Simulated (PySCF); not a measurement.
Bonds (- single, = double, # triple, : aromatic): B1-O2 1.345 Å. B1 carries H3, H4; O2 carries H5.

Geometry: PBE0-D3(BJ)/def2-SVP; GIAO shifts from PySCF 2.14.0 with density-fitted response routines, gas phase, non-relativistic, averaged over equivalent atoms.

At PBE0/pcSseg-1 (49 basis functions, 1.4 s wall time on 1 thread of an Arm Neoverse V2, shared host):
```json
{"atoms": "B1", "δ (ppm)": "48.6"}
{"atoms": "O2", "δ (ppm)": "215.7"}
{"atoms": "H5", "δ (ppm)": "6.35"}
{"atoms": "H3/H4", "δ (ppm)": "5.23"}
```

Referencing at the same level of theory: BF3·OEt2 for 11B (σref 100.73); 17O (σref 334.56) vs H2O; 1H (σref 31.27) against TMS.

**Question.** Predict the values at B3LYP/pcSseg-2 on the same geometry.

**Answer.** 
| atoms | δ at B3LYP/pcSseg-2 | change |
| --- | --- | --- |
| B1 | 49.7 | +1.1 |
| O2 | 208.4 | -7.3 |
| H5 | 6.07 | -0.28 |
| H3/H4 | 5.25 | +0.02 |

δ = σ(ref) − σ, references computed at the same level: 11B (96.39 ppm) vs BF3·OEt2; 17O (325.85 ppm) vs H2O; 1H (31.39 ppm) vs TMS.

The largest change is at O2 (oxygen bonded to B, H). Cost: 114 basis functions, 2.3 s wall time on 1 thread of an Arm Neoverse V2, shared host.

Experimental scales use liquid or dissolved standards, which lie at an offset from isolated H2O (liquid H2O: subtract about 36 ppm).
